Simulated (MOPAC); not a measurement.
Input for MOPAC: AM1 on NH3 (SMILES N).

```
AM1 1SCF PRECISE CHARGE=0 THREADS=1
H3N

N      0.00000000 1     0.00000000 1     0.11289000 1
H      0.00000000 1     0.93802400 1    -0.26340900 1
H      0.81235300 1    -0.46901200 1    -0.26340900 1
H     -0.81235300 1    -0.46901200 1    -0.26340900 1
```

It printed:

```
*******************************************************************************
 **                                                                           **
 **                              MOPAC v23.2.5                                **
 **                                                                           **
 *******************************************************************************
 ** MOPAC's Digital Object Identifier: https://doi.org/10.5281/zenodo.6511958 **
 **                                                                           **
 ** Please cite the open-source release paper for use of this MOPAC version:  **
 ** J. E. Moussa and J. J. P. Stewart (2026)                                  **
 ** MOPAC: An open-source semiempirical molecular orbital program             **
 ** J. Open Source Softw., 11(119), 8025, https://doi.org/10.21105/joss.08025 **
 *******************************************************************************

                              AM1 CALCULATION RESULTS

 *******************************************************************************
 *  AM1        - The AM1 Hamiltonian to be used
 *
 *
 *
 *                 CHARGE ON SYSTEM = 0
 *
 *
 *
 *  PRECISE    - TIGHTER CRITERIA TO BE USED
 *  1SCF       - DO 1 SCF AND THEN STOP
 *  THREADS=1  - MULTI-THREADING NOT USED
 *  T=         - A TIME OF 172800.0 SECONDS REQUESTED
 *  DUMP=N     - RESTART FILE WRITTEN EVERY 7200.0 SECONDS REQUESTED
 *******************************************************************************
AM1 1SCF PRECISE CHARGE=0 THREADS=1
 H3N

   ATOM   CHEMICAL          X               Y               Z
  NUMBER   SYMBOL      (ANGSTROMS)     (ANGSTROMS)     (ANGSTROMS)

     1       N          0.00000000  *   0.00000000  *   0.11289000  *
     2       H          0.00000000  *   0.93802400  *  -0.26340900  *
     3       H          0.81235300  *  -0.46901200  *  -0.26340900  *
     4       H         -0.81235300  *  -0.46901200  *  -0.26340900  *



          CARTESIAN COORDINATES

    NO.       ATOM           X           Y           Z

     1         N          0.0000      0.0000      0.1129
     2         H          0.0000      0.9380     -0.2634
     3         H          0.8124     -0.4690     -0.2634
     4         H         -0.8124     -0.4690     -0.2634

  H: (AM1): M.J.S. DEWAR ET AL, J. AM. CHEM. SOC. 107 3902-3909 (1985)
  N: (AM1): M.J.S. DEWAR ET AL, J. AM. CHEM. SOC. 107 3902-3909 (1985)

           Empirical Formula: H3 N  =     4 atoms



      MOLECULAR POINT GROUP   :   C3v


      RHF CALCULATION, NO. OF DOUBLY OCCUPIED LEVELS = 4


 -------------------------------------------------------------------------------
 AM1 1SCF PRECISE CHARGE=0 THREADS=1
 H3N



     1SCF WAS SPECIFIED, SO BFGS WAS NOT USED
     SCF FIELD WAS ACHIEVED


                              AM1 CALCULATION
                                                       MOPAC v23.2.5 Linux




          FINAL HEAT OF FORMATION =         -6.98130 KCAL/MOL =     -29.20975 KJ/MOL


          COSMO AREA              =         47.50 SQUARE ANGSTROMS
          COSMO VOLUME            =         29.82 CUBIC ANGSTROMS

          IONIZATION POTENTIAL    =         10.593821 EV
          HOMO LUMO ENERGIES (EV) =        -10.594  4.186
          NO. OF FILLED LEVELS    =          4
          MOLECULAR WEIGHT        =         17.0304         POINT GROUP:  C3v

          MOLECULAR DIMENSIONS (Angstroms)

            Atom       Atom       Distance
            H     4    H     3     1.62471
            H     3    H     2     1.40704
            H     2    N     1     0.37630


          SCF CALCULATIONS        =          1





   ATOM   CHEMICAL          X               Y               Z
  NUMBER   SYMBOL      (ANGSTROMS)     (ANGSTROMS)     (ANGSTROMS)

     1       N          0.00000000  *   0.00000000  *   0.11289000  *
     2       H          0.00000000  *   0.93802400  *  -0.26340900  *
     3       H          0.81235300  *  -0.46901200  *  -0.26340900  *
     4       H         -0.81235300  *  -0.46901200  *  -0.26340900  *

                             CARTESIAN COORDINATES

   1    N        0.000000000     0.000000000     0.112890000
   2    H        0.000000000     0.938024000    -0.263409000
   3    H        0.812353000    -0.469012000    -0.263409000
   4    H       -0.812353000    -0.469012000    -0.263409000


           Empirical Formula: H3 N  =     4 atoms



      MOLECULAR POINT GROUP   :   C3v


                  EIGENVALUES
 -32.57598 -15.76188 -15.76188 -10.59382   4.18636   5.92665   5.92665


              NET ATOMIC CHARGES AND DIPOLE CONTRIBUTIONS

  ATOM NO.   TYPE          CHARGE      No. of ELECS.   s-Pop       p-Pop
    1          N          -0.366243        5.3662     1.60975     3.75650
    2          H           0.122081        0.8779     0.87792
    3          H           0.122081        0.8779     0.87792
    4          H           0.122081        0.8779     0.87792
 DIPOLE           X         Y         Z       TOTAL
 POINT-CHG.    -0.000    -0.000    -0.662     0.662
 HYBRID         0.000     0.000    -1.258     1.258
 SUM           -0.000    -0.000    -1.920     1.920


          ATOMIC ORBITAL ELECTRON POPULATIONS

     Atom    s        px        py        pz
    1  N   1.60975   1.06780   1.06780   1.62089
    2  H   0.87792
    3  H   0.87792
    4  H   0.87792

 **********************
 *                    *
 * JOB ENDED NORMALLY *
 *                    *
 **********************




 == MOPAC DONE ==
```

The run finished.

Cost: very roughly 0.020 core-seconds.
